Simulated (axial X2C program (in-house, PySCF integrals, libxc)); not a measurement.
## LiF⁻: cheaper levels and CCSD(T), two-component

Computed with an in-house all-electron X2C program for linear molecules (integrals from PySCF). Two-component (2c) means X2C with spin–orbit coupling and atomic mean-field two-electron Coulomb and Gaunt terms. Basis: F dyall-av3z [7s6p3d2f], Li dyall-av3z [9s9p3d] (cores contracted in-house); Gaussian nuclei, density fitting, unrestricted open shells. Masses: F 18.998 u, Li 7.016 u.

State: Ω = 1/2 (⟨Sz⟩ = 0.50, ⟨Lz⟩ = 0.00 at HF); fragments F- + Li.

```tsv
level	Re (Å)	ωe (cm⁻¹)	De (eV)
PBE0	1.610	790.6	2.94
HF	1.600	821.1	3.04
MP2	1.637	759.6	2.85
CCSD	1.626	780.2	2.94
r2SCAN	1.570	895.3	2.42
```

Correlated methods: 9 electrons correlated (number of frozen shells: F 1 s; Li 1 s), 187 virtual spin orbitals or spinors in MP2, 85 natural virtuals in coupled cluster.

CCSD(T), same Hamiltonian and basis:

Re = 1.631 Å, ωe = 770.4 cm⁻¹, De = 2.90 eV; T1 = 0.013 (Lee–Taylor normalisation).

Give the differences from CCSD(T) in the columns below.



```json
{"level": "PBE0", "ΔRe (Å)": "-0.021", "Δωe (cm⁻¹)": "20", "ΔDe (eV)": "0.04"}
{"level": "HF", "ΔRe (Å)": "-0.031", "Δωe (cm⁻¹)": "51", "ΔDe (eV)": "0.14"}
{"level": "MP2", "ΔRe (Å)": "0.006", "Δωe (cm⁻¹)": "-11", "ΔDe (eV)": "-0.05"}
{"level": "CCSD", "ΔRe (Å)": "-0.005", "Δωe (cm⁻¹)": "10", "ΔDe (eV)": "0.04"}
{"level": "r2SCAN", "ΔRe (Å)": "-0.061", "Δωe (cm⁻¹)": "125", "ΔDe (eV)": "-0.48"}
```

The state is one determinant whose occupation by symmetry is held fixed; it was picked as the lowest of a PBE0 search that is not exhaustive. De is counted from the lowest determinant-based energies of the atoms at the same level, without counterpoise correction. Density functionals use the spin component along the axis (collinear). Coupled cluster ran in a truncated set of natural virtual spinors; the MP2 energy of the rest was added. (T) has no such correction and the atoms are truncated less, which lowers De at CCSD(T) by a hundredth of an eV or more. At some level and bond length an empty orbital lies below a filled one. Some points did not converge and are left out. The highest occupied level of some functionals is positive through self-interaction error; at Hartree–Fock it is bound. Hartree–Fock gets electron affinities wrong, so its lowest charge split need not be the true one.
